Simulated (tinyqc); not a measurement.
Worked calculation: RHF in the sto-6g basis, for H2O, spin multiplicity 1. One step of it, computed by the program tinyqc.

Problem. Iteration 2: diagonalisation and new density. Diagonalise F' = X^T F X, C = X C', fill 5 alpha and 5 beta electrons from the bottom; D = 2 C_occ C_occ^T; the new density keeps 0.2 of the old one (damping). Each column has its largest component positive (the first on a tie).

extrapolated F (hartree), lower triangle:
```
,1O 1s,1O 2s,1O 2px,1O 2py,1O 2pz,2H 1s,3H 1s
1O 1s,-20.590398
1O 2s,-4.977850,-2.365472
1O 2px,0.000000,0.000000,-0.443452
1O 2py,0.000000,0.000000,0.000000,-0.302249
1O 2pz,-0.024479,-0.074541,0.000000,0.000000,-0.294260
2H 1s,-0.977645,-0.864188,0.000000,-0.381562,-0.306465,-0.465661
3H 1s,-0.977645,-0.864188,0.000000,0.381562,-0.306465,-0.266906,-0.465661
```

X, lower triangle:
```
,1O 1s,1O 2s,1O 2px,1O 2py,1O 2pz,2H 1s,3H 1s
1O 1s,1.022553
1O 2s,-0.134990,1.188053
1O 2px,0.000000,0.000000,1.000000
1O 2py,0.000000,0.000000,0.000000,1.095861
1O 2pz,-0.007023,0.076636,0.000000,0.000000,1.035129
2H 1s,0.018636,-0.250883,0.000000,-0.203448,-0.115382,1.154209
3H 1s,0.018636,-0.250883,0.000000,0.203448,-0.115382,-0.060083,1.154209
```

D after iteration 1, lower triangle:
```
,1O 1s,1O 2s,1O 2px,1O 2py,1O 2pz,2H 1s,3H 1s
1O 1s,2.112655
1O 2s,-0.500063,2.282470
1O 2px,0.000000,0.000000,2.000000
1O 2py,0.000000,0.000000,0.000000,0.913803
1O 2pz,0.071413,-0.444711,0.000000,0.000000,1.182620
2H 1s,0.023110,-0.243652,0.000000,0.349639,0.425328,0.710909
3H 1s,0.023110,-0.243652,0.000000,-0.349639,0.425328,-0.094740,0.710909
```

overlap S, lower triangle:
```
,1O 1s,1O 2s,1O 2px,1O 2py,1O 2pz,2H 1s,3H 1s
1O 1s,1.000000
1O 2s,0.231145,1.000000
1O 2px,0.000000,0.000000,1.000000
1O 2py,0.000000,0.000000,0.000000,1.000000
1O 2pz,0.000000,0.000000,0.000000,0.000000,1.000000
2H 1s,0.045060,0.419742,0.000000,0.301804,0.196276,1.000000
3H 1s,0.045060,0.419742,0.000000,-0.301804,0.196276,0.175687,1.000000
```

Give: F' = X^T F X; orbital energies; coefficients C; D after iteration 2.

Solution.

F' = X^T F X (hartree), lower triangle:
```
,1,2,3,4,5,6,7
1,-20.2645
2,-2.5023,-1.3029
3,0.0000,0.0000,-0.4435
4,0.0000,0.0000,0.0000,-0.0391
5,-0.0434,0.1046,0.0000,0.0000,-0.1820
6,-0.1516,-0.4290,0.0000,-0.4228,-0.2866,-0.0147
7,-0.1516,-0.4290,0.0000,0.4228,-0.2866,-0.0736,-0.0147
```

orbital energies (hartree): MO1 -20.5933, MO2 -1.2654, MO3 -0.5901, MO4 -0.4435, MO5 -0.4404, MO6 0.4614, MO7 0.6099

coefficients C:
```
,MO1,MO2,MO3,MO4,MO5,MO6,MO7
1O 1s,0.9968,-0.2304,0.0000,0.0000,0.0808,0.1062,0.0000
1O 2s,0.0146,0.9017,0.0000,0.0000,-0.4673,-0.7279,0.0000
1O 2px,0.0000,0.0000,0.0000,1.0000,0.0000,0.0000,0.0000
1O 2py,0.0000,0.0000,0.6110,0.0000,0.0000,0.0000,0.9541
1O 2pz,0.0024,0.0781,0.0000,0.0000,0.7690,-0.7118,0.0000
2H 1s,-0.0031,0.1228,0.4322,0.0000,0.3300,0.7424,-0.7693
3H 1s,-0.0031,0.1228,-0.4322,0.0000,0.3300,0.7424,0.7693
```

D after iteration 2, lower triangle:
```
,1O 1s,1O 2s,1O 2px,1O 2py,1O 2pz,2H 1s,3H 1s
1O 1s,2.1078
1O 2s,-0.4696,2.1071
1O 2px,0.0000,0.0000,2.0000
1O 2py,0.0000,0.0000,0.0000,0.7801
1O 2pz,0.0887,-0.5511,0.0000,0.0000,1.1924
2H 1s,-0.0029,-0.1184,0.0000,0.4924,0.5065,0.6394
3H 1s,-0.0029,-0.1184,0.0000,-0.4924,0.5065,-0.1194,0.6394
```
